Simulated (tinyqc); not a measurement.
CIS on RHF in the sto-3g basis, frozen core, for H2O, spin multiplicity 1, step by step. One step of it, computed by the program tinyqc.

Task: CIS matrix, singlets. A(ia,jb) = (e_a - e_i) d_ij d_ab + 2 (ia|jb) - (ij|ab).

orbital energies (hartree): MO1 -20.251717, MO2 -1.195169, MO3 -0.548990, MO4 -0.410530, MO5 -0.380029, MO6 0.429564, MO7 0.603393

Two-electron integrals over orbitals (pq|rs), unique and non-zero (hartree); the lowest 1 orbital is frozen and left out:
```
(22|22) 0.723398    (32|22) 0.006156    (32|32) 0.129867    (33|22) 0.608616
(33|32) -0.002246   (33|33) 0.587199    (42|22) -0.025954   (42|32) 0.004820
(42|33) 0.002567    (42|42) 0.129527    (43|22) 0.015801    (43|32) 0.028239
(43|33) 0.009154    (43|42) -0.015056   (43|43) 0.055976    (44|22) 0.664368
(44|32) -0.016544   (44|33) 0.562947    (44|42) -0.093694   (44|43) 0.012814
(44|44) 0.708112    (52|52) 0.150985    (53|52) -0.007982   (53|53) 0.026400
(54|52) -0.041162   (54|53) 0.004080    (54|54) 0.047174    (55|22) 0.755353
(55|32) -0.010181   (55|33) 0.596830    (55|42) -0.075970   (55|43) 0.019393
(55|44) 0.693754    (55|55) 0.880159    (62|22) -0.121762   (62|32) 0.016057
(62|33) -0.060002   (62|42) -0.034953   (62|43) -0.005508   (62|44) -0.062752
(62|55) -0.134140   (62|62) 0.089925    (63|22) 0.042666    (63|32) 0.038067
(63|33) 0.026004    (63|42) -0.014109   (63|43) 0.040814    (63|44) 0.021616
(63|55) 0.046341    (63|62) -0.018512   (63|63) 0.082857    (64|22) -0.130447
(64|32) -0.013737   (64|33) -0.048218   (64|42) 0.041038    (64|43) -0.018919
(64|44) -0.128958   (64|55) -0.148730   (64|62) 0.058697    (64|63) -0.039673
(64|64) 0.100070    (65|52) -0.049837   (65|53) 0.007212    (65|54) -0.006304
(65|65) 0.033093    (66|22) 0.576884    (66|32) -0.035124   (66|33) 0.539446
(66|42) 0.047280    (66|43) -0.027687   (66|44) 0.541701    (66|55) 0.566278
(66|62) -0.081913   (66|63) -0.019691   (66|64) -0.039991   (66|66) 0.587975
(72|22) 0.041580    (72|32) 0.053440    (72|33) 0.009949    (72|42) -0.001674
(72|43) -0.025145   (72|44) 0.028062    (72|55) 0.043578    (72|62) -0.007923
(72|63) -0.023179   (72|64) -0.020632   (72|66) 0.022432    (72|72) 0.072713
(73|22) 0.162542    (73|32) -0.026813   (73|33) 0.086453    (73|42) -0.068461
(73|43) 0.002336    (73|44) 0.145859    (73|55) 0.198352    (73|62) -0.063963
(73|63) 0.011579    (73|64) -0.089740   (73|66) 0.053439    (73|72) 0.025833
(73|73) 0.154914    (74|22) 0.007018    (74|32) -0.066038   (74|33) 0.005493
(74|42) 0.003170    (74|43) -0.009847   (74|44) 0.017043    (74|55) 0.013013
(74|62) -0.015209   (74|63) -0.048422   (74|64) 0.008479    (74|66) 0.032086
(74|72) -0.014240   (74|73) 0.025642    (74|74) 0.063134    (75|52) 0.015440
(75|53) 0.022672    (75|54) -0.001470   (75|65) -0.002282   (75|75) 0.026598
(76|22) -0.003180   (76|32) -0.078899   (76|33) 0.003202    (76|42) -0.012778
(76|43) -0.054571   (76|44) 0.019037    (76|55) 0.006646    (76|62) 0.003351
(76|63) -0.059266   (76|64) 0.018730    (76|66) 0.039632    (76|72) 0.001305
(76|73) 0.031374    (76|74) 0.047683    (76|76) 0.095240    (77|22) 0.614922
(77|32) 0.042385    (77|33) 0.579972    (77|42) -0.019843   (77|43) 0.033664
(77|44) 0.575335    (77|55) 0.613586    (77|62) -0.058535   (77|63) 0.056930
(77|64) -0.065874   (77|66) 0.522567    (77|72) 0.020722    (77|73) 0.087609
(77|74) -0.024361   (77|76) -0.039040   (77|77) 0.621234
```

Give: CIS matrix A, singlet.

Result:

CIS matrix A, singlet (hartree):
```
         2>6      2>7      3>6      3>7      4>6      4>7      5>6      5>7
2>6   1.2277  -0.0127  -0.0019  -0.0490   0.0701  -0.0176   0.0000   0.0000
2>7  -0.0127   1.3291   0.0325   0.0093  -0.0285  -0.0086   0.0000   0.0000
3>6  -0.0019   0.0325   0.6048   0.0200  -0.0517  -0.0423   0.0000   0.0000
3>7  -0.0490   0.0093   0.0200   0.8822  -0.1249   0.0176   0.0000   0.0000
4>6   0.0701  -0.0285  -0.0517  -0.1249   0.4985  -0.0021   0.0000   0.0000
4>7  -0.0176  -0.0086  -0.0423   0.0176  -0.0021   0.5649   0.0000   0.0000
5>6   0.0000   0.0000   0.0000   0.0000   0.0000   0.0000   0.3095  -0.0112
5>7   0.0000   0.0000   0.0000   0.0000   0.0000   0.0000  -0.0112   0.4230
```
